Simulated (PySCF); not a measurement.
Predicted microwave data (PBE0-D3(BJ)/def2-SVP geometry optimisation, gas phase in PySCF 2.14.0) for one isomer of C2HF3O:

| Quantity | Value |
| --- | --- |
| Rotational constants | A = 6754, B = 3152, C = 2668 MHz |
| Dipole components | \|μa\| = 0.41 D, \|μb\| = 1.11 D, \|μc\| = 1.31 D |
| Inertial defect | -45.75 u·Å² |
| κ | -0.76 |

Question: Which candidate fits, each taken in the one conformer that was computed?
A. `F[C@@H]1OC1(F)F`
B. `O=CC(F)(F)F`

Answer: A. It is F[C@@H]1OC1(F)F, an asymmetric top, point group C1. The candidates at the same level (rigid rotor, commonest isotopes):

```json
{"SMILES": "F[C@@H]1OC1(F)F", "A (MHz)": "6754", "B (MHz)": "3152", "C (MHz)": "2668", "μa (D)": "0.41", "μb (D)": "1.11", "μc (D)": "1.31", "Δ (u·Å²)": "-45.75", "point group": "C1", "rotor": "asymmetric top"}
{"SMILES": "O=CC(F)(F)F", "A (MHz)": "5518", "B (MHz)": "3011", "C (MHz)": "2957", "μa (D)": "0.34", "μb (D)": "1.56", "μc (D)": "0.04", "Δ (u·Å²)": "-88.54", "point group": "near Cs", "rotor": "–"}
```

`O=CC(F)(F)F` has A 18 % too low. No structure here is proved a minimum.
